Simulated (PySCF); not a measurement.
**Li2⁺: changing the method**

What do other methods print for Li2⁺?

The runs use PySCF 2.14.0; each script names its method and basis.

**1. Starting geometry**

Li2⁺: 2 atoms, charge 1, spin multiplicity 2.

No contacts short enough for the rule that draws bonds.

**2. The base run**

The input, input.py:

```python
from pyscf import gto, scf, mp

mol = gto.M(
    atom='Li 0 0 0; Li 0 0 2.804',
    basis='cc-pvtz-dk',
    charge=1,
    spin=1,
    symmetry=True,
    verbose=4,
)
mf = scf.UHF(mol)
mf = mf.sfx2c1e()
mf.kernel()
mp.MP2(mf).kernel()
mf.dip_moment()
print('orbital energies (hartree):', [e[max(0, n-3):n+3].round(4) for e, n in zip(mf.mo_energy, mol.nelec)])
```

The run is started by

```sh
$ OMP_NUM_THREADS=1 python input.py
```

**3. Lda,vwn (UKS)**

Run 1 changes functional: none (Hartree–Fock) → lda,vwn; SCF type: UHF → UKS; step after the SCF: mp2 → analyze.

The input, input.py:

```python
from pyscf import gto, dft

mol = gto.M(
    atom='Li 0 0 0; Li 0 0 2.804',
    basis='cc-pvtz-dk',
    charge=1,
    spin=1,
    symmetry=True,
    verbose=4,
)
mf = dft.UKS(mol, xc='lda,vwn')
mf = mf.sfx2c1e()
mf.kernel()
mf.analyze()
print('orbital energies (hartree):', [e[max(0, n-3):n+3].round(4) for e, n in zip(mf.mo_energy, mol.nelec)])
```

**4. Frozen orbitals 2**

Run 2 changes frozen orbitals: none → 2.

Edit input.py of step 2 so:

```diff
@@ -13,3 +13,3 @@
 mf.kernel()
-mp.MP2(mf).kernel()
+mp.MP2(mf, frozen=2).kernel()
 mf.dip_moment()
```

**5. Bp86 (UKS)**

Run 3 changes functional: none (Hartree–Fock) → bp86; SCF type: UHF → UKS; step after the SCF: mp2 → analyze.

The input, input.py:

```python
from pyscf import gto, dft

mol = gto.M(
    atom='Li 0 0 0; Li 0 0 2.804',
    basis='cc-pvtz-dk',
    charge=1,
    spin=1,
    symmetry=True,
    verbose=4,
)
mf = dft.UKS(mol, xc='bp86')
mf = mf.sfx2c1e()
mf.kernel()
mf.analyze()
print('orbital energies (hartree):', [e[max(0, n-3):n+3].round(4) for e, n in zip(mf.mo_energy, mol.nelec)])
```

**6. CCSD(T)**

Run 4 changes step after the SCF: mp2 → ccsd(t).

Edit input.py of step 2 so:

```diff
@@ -1,2 +1,2 @@
-from pyscf import gto, scf, mp
+from pyscf import gto, scf, cc
 
@@ -13,3 +13,5 @@
 mf.kernel()
-mp.MP2(mf).kernel()
+mycc = cc.CCSD(mf)
+mycc.kernel()
+mycc.ccsd_t()
 mf.dip_moment()
```

Q: Predict the outcome of this session. Wanted: for each run, E(SCF); from base; gap, α spin; after the SCF.

**Answer**, as computed:

```csv
run,E(SCF) (hartree),from base (eV),cycles,"gap, α spin (eV)",after the SCF
base,-14.715178,0,8,8.10,MP2 correlation -0.628 eV
"lda,vwn (UKS)",-14.532106,not comparable,6,2.82,n/a
frozen orbitals 2,-14.715178,not comparable,8,8.10,n/a
bp86 (UKS),-14.801327,not comparable,7,2.97,n/a
CCSD(T),-14.715178,0.0000,8,8.10,CCSD(T) correlation -0.748 eV
```

**Reading.** On the same reference and core, CCSD(T) gains 0.75 eV in 3.9 s; MP2 reaches 84 % of that in 0.92 s. A lower total energy from another functional means nothing by itself. The dearest run is “CCSD(T)”, at 3.9 s against 0.92 s. Rows marked «poor choice» come from settings spoiled on purpose.
